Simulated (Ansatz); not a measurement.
System: corundum (α-Al2O3). Method: PBE-D4 in Ansatz (plane waves, PAW).

Numerical settings: plane-wave cutoff 520 eV, 8×8×8 k mesh, Fermi–Dirac smearing 0.01 eV, scalar-relativistic PAW data made under PBE.

Shape and atoms are relaxed at each volume.

Pressure at four volumes; x = ln(V/8.588 Å³). One pressure is withheld.

```tsv
V (Å³/atom)	x	P (GPa)
8.244	-0.0409	?
8.416	-0.0202	5.04
8.588	0.0000	0.00
8.931	0.0392	-8.69
```

Pass a parabola P(x) through the three rows shown, estimate the bulk modulus and its pressure derivative near zero pressure, and predict the withheld pressure.

Slopes between the rows: (0.00 − (5.04))/(0.0000 − (-0.0202)) = -249.50 and (-8.69 − (0.00))/(0.0392 − (0.0000)) = -221.68 GPa. Their difference over the span 0.0594 is c = 27.82/0.0594 = 468.4 GPa, so P(x) = 5.04 + (-249.50)(x − (-0.0202)) + 468.4 (x − (-0.0202))(x − (0.0000)). At the middle row B = −dP/dx = −[-249.50 + 468.4 × 0.0202] = 240.0 GPa, and B′ = dB/dP = 2c/B = 3.9. At x = -0.0409 the parabola gives 10.60 GPa; the run gives 10.61 GPa. The Birch–Murnaghan fit to the energies at all volumes has B0 = 240 GPa and B′ = 4.0.

Measured, for comparison: bulk modulus 254 GPa (298 K, copied from a table, unchecked, no zero-point or thermal correction, with K' = 4.34, our sources range from 239 to 254; as tabulated in BurnMan's mineral tables). Computed (rounded) less measured: bulk modulus not scored (unchecked).

Note: the bulk modulus comes from volumes at which shape and atoms were relaxed.

Ansatz is an electronic-structure program.
